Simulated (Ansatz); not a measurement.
The input, for Ansatz 0.2.0:

```yaml
crystal:
  periodic: [false, false, false]
  atoms:
    - {symbol: Si, position_ang: [0.000000, 0.000000, 0.000000]}
    - {symbol: P, position_ang: [0.000000, 0.000000, 2.343000]}
basis:
  gaussian: {orbitals: cc-pVTZ}
total_charge: 1
magnetization: {spin_polarized: true, initial_magnetization: 4}
correlation: {method: ccsdt_q, electrons: outside_noble_gas}
```

```sh
$ ansatz run in.yaml --threads 1 --pin off --events-out ev --progress --plain --max-ram 2393MiB
```

The program prints:

```
756 factors; integrals over basis functions are off by at most 1.4e-7 eV
mean field evaluation 1: about -17123.5815 eV, gradient 7.1e0 eV
mean field evaluation 2: about -17123.7554 eV, gradient 7.0e0 eV
mean field evaluation 4: about -17124.3060 eV, gradient 1.1e0 eV
mean field evaluation 8: about -17124.3394 eV, gradient 8.4e-2 eV
mean field evaluation 16: about -17124.3399 eV, gradient 1.5e-6 eV
mean field evaluation 32: about -17124.3399 eV, gradient 1.3e-3 eV
mean field evaluation 64: about -17121.8107 eV, gradient 3.8e0 eV
mean field evaluation 96: about -17120.9524 eV, gradient 8.9e-2 eV
mean field -17124.33988979 eV, -629.3078836551 hartree, gradient 1.6e-6 eV, S^2 6.024488; 3 other end points of the search recorded, 0 dependent functions left out
determinant -17124.33988979 eV, -629.3078836551 hartree, with singles and doubles -17129.12587598 eV, -629.4837654037 hartree
determinant -17120.95318257 eV, -629.1834244604 hartree, with singles and doubles -17125.99721479 eV, -629.3687892257 hartree
10 core orbitals not correlated: weight in the atoms' cores, before any rotation towards them, 1.000 or more for the frozen orbitals, at most 0.000 for the correlated occupied ones
reference -17124.33988979 eV, -629.3078836551 hartree; 6, 2 occupied and 52, 56 virtual orbitals, 756 factors
second order -3.87547584 eV of doubles, -0.00000000 eV of singles
cycle   1  -4.47724724 eV  change   -6.0e-1 eV  update   8.3e-2
cycle   2  -4.92745690 eV  change   -4.5e-1 eV  update   4.2e-2
cycle   3  -5.02647103 eV  change   -9.9e-2 eV  update   2.2e-2
cycle   4  -5.00497575 eV  change    2.1e-2 eV  update   9.8e-3
cycle   5  -5.01747244 eV  change   -1.2e-2 eV  update   5.7e-3
cycle   6  -5.02223614 eV  change   -4.8e-3 eV  update   2.9e-3
cycle   7  -5.01845891 eV  change    3.8e-3 eV  update   1.5e-3
cycle   8  -5.02031113 eV  change   -1.9e-3 eV  update   7.6e-4
cycle   9  -5.02055435 eV  change   -2.4e-4 eV  update   3.4e-4
cycle  10  -5.01976190 eV  change    7.9e-4 eV  update   1.6e-4
cycle  11  -5.01993784 eV  change   -1.8e-4 eV  update   8.1e-5
cycle  12  -5.02001092 eV  change   -7.3e-5 eV  update   3.1e-5
cycle  13  -5.02004400 eV  change   -3.3e-5 eV  update   1.4e-5
cycle  14  -5.02004462 eV  change   -6.2e-7 eV  update   5.8e-6
cycle  15  -5.02003830 eV  change    6.3e-6 eV  update   2.4e-6
cycle  16  -5.02003782 eV  change    4.8e-7 eV  update   1.1e-6
cycle  17  -5.02003863 eV  change   -8.1e-7 eV  update   5.5e-7
perturbative correction -0.01353484 eV, -0.0004973962 hartree
Total energy: -17129.37346326 eV, -629.4928640683 hartree
```

Ran on 1 thread of Intel Xeon Platinum 8259CL, shared host: 53 s wall, 0.52 GiB peak host memory.
